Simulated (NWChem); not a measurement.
# disilane (Si₂H₆); SMILES [SiH3][SiH3]

```xyz
8

Si     0.0000     0.0000     1.1730
Si     0.0000     0.0000    -1.1730
H     -0.9924     0.9924     1.6890
H      1.3556     0.3632     1.6890
H     -0.3632    -1.3556     1.6890
H     -1.3556    -0.3632    -1.6890
H      0.9924    -0.9924    -1.6890
H      0.3632     1.3556    -1.6890
```
Atoms are numbered in this order, from 1.

All runs: NWChem. Pople sets run with spherical d functions. Geometry: optimised at PBE0/def2-SVP. Total energies compare along this basis series because the functional is fixed.

```
level            basis functions  energy (Ha)  highest occupied level (eV)  orbital gap (eV)
---------------  ---------------  -----------  ---------------------------  ----------------
PBE0/STO-3G                   24    -575.6236                        -6.18             12.54
PBE0/3-21G                    38    -579.2215                        -8.58              9.43
PBE0/6-31G*                   48    -582.2800                        -8.34              9.04
PBE0/6-31+G*                  56    -582.2822                        -8.41              8.52
PBE0/6-311G**                 88    -582.3332                        -8.41              8.84
PBE0/6-311++G**              102    -582.3335                        -8.41              8.35
```
